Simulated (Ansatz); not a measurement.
`CP(C)(C)=N`, relaxed with RKS PBE0-D4/def2-TZVP in Ansatz 0.2.0 from a PBE-D4/def2-SVP geometry. The force threshold is 0.005 eV/Å; the program also tests the step.

The species carries charge 0 and has multiplicity 1.

Start:

```xyz
15

C     1.564   -0.562   -0.275
P    -0.273   -0.311   -0.207
C    -0.539    0.038    1.595
C    -0.543    1.297   -1.026
N    -1.215   -1.364   -0.929
H     1.821   -1.487    0.278
H     2.129    0.287    0.161
H     1.856   -0.699   -1.335
H    -0.318   -0.881    2.175
H    -1.606    0.293    1.746
H     0.099    0.863    1.972
H     0.073    2.100   -0.576
H    -1.617    1.552   -0.942
H    -0.295    1.186   -2.099
H    -1.136   -2.313   -0.539
```

| step | energy (eV) | largest force (eV/Å) | largest move (Å) |
| --- | --- | --- | --- |
| 1 | -14046.3852 | 1.063 | 0.000 |
| 2 | -14046.4644 | 0.576 | 0.032 |
| 3 | -14046.4803 | 0.186 | 0.021 |
| 4 | -14046.4816 | 0.114 | 0.006 |
| 5 | -14046.4830 | 0.031 | 0.016 |
| 6 | -14046.4833 | 0.016 | 0.014 |
| 7 | -14046.4833 | 0.002 | 0.002 |

End:

```xyz
15

C     1.540   -0.553   -0.273
P    -0.262   -0.301   -0.198
C    -0.534    0.038    1.570
C    -0.537    1.280   -1.014
N    -1.176   -1.355   -0.889
H     1.794   -1.472    0.259
H     2.094    0.277    0.170
H     1.832   -0.670   -1.318
H    -0.326   -0.869    2.143
H    -1.583    0.303    1.717
H     0.102    0.844    1.941
H     0.075    2.069   -0.576
H    -1.592    1.539   -0.924
H    -0.297    1.172   -2.072
H    -1.132   -2.302   -0.537
```

It took 33 s on 4 threads of an Intel Xeon on a shared host, with 0.66 GiB of host memory at the peak.
